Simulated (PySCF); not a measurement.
**Orbital picture of LiS⁻**

RHF at R = 2.063 Å; PySCF, no relativity, basis sets Li aug-pcseg-1, S aug-pcseg-1. State: ¹Σ⁺ (singlet), closed shell. Only the outer orbitals are listed, counted within each symmetry.

```tsv
orbital	occ.	ε (eV)	on Li (%)	main shells (%)
5σ	2	-15.11	5	94 S s
6σ	2	-2.50	18	81 S p, 14 Li s
2π	2	-1.64	7	93 S p
2π	2	-1.64	7	93 S p
7σ	0	2.31	92	52 Li p, 40 Li s
```

Q: Which are the highest filled and the lowest empty level, where do they sit, and how wide is the gap?

A: Highest filled 2π at -1.64 eV (in %: 93 S p); lowest empty 7σ at 2.31 eV (in %: 52 Li p, 40 Li s); the gap at RHF is 3.95 eV. An empty level above zero is unbound, and its energy depends on the basis.

The bond order (Mayer) is 1.23. The ⟨S²⟩ is 0.000, the charge on Li (Mulliken, basis-dependent) is 0.27 and the charge on Li (Löwdin, basis-dependent) is 0.16. The dipole moment (positive dipole points towards S; it is taken about the centre of mass and depends on that origin) is -6.68 D, the polarisability along the bond is 101.2 bohr³ and the polarisability across the bond is 101.0 bohr³.
